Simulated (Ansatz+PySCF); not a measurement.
## doublet CH4NO: levels of theory in one basis

```xyz
7

H    -2.1051    0.3032   -0.2173
C    -1.1876   -0.2634   -0.0713
N    -0.0476    0.4679    0.1961
O     1.1560   -0.2505   -0.1735
H     1.6664   -0.1926    0.6519
H    -1.2389   -1.2643    0.3240
H    -0.0243    1.3617   -0.3201
```

Basis set: cc-pVTZ (spherical functions). Left uncorrelated: 3 orbitals. Correlation on ROHF uses semicanonical orbitals with singles. Charge 0, multiplicity 2.

Computed with Ansatz (development build ahead of 0.2.0) and PySCF 2.14.0; each method stands on the lowest determinant of its kind that the runs found.

```csv
method,E − E(ROHF) (eV),<S²> of the determinant
ROHF,0.00,0.75
UHF,-0.14,0.77
ROHF-MP2,-16.62,–
UHF-MP2,-16.61,0.77
```
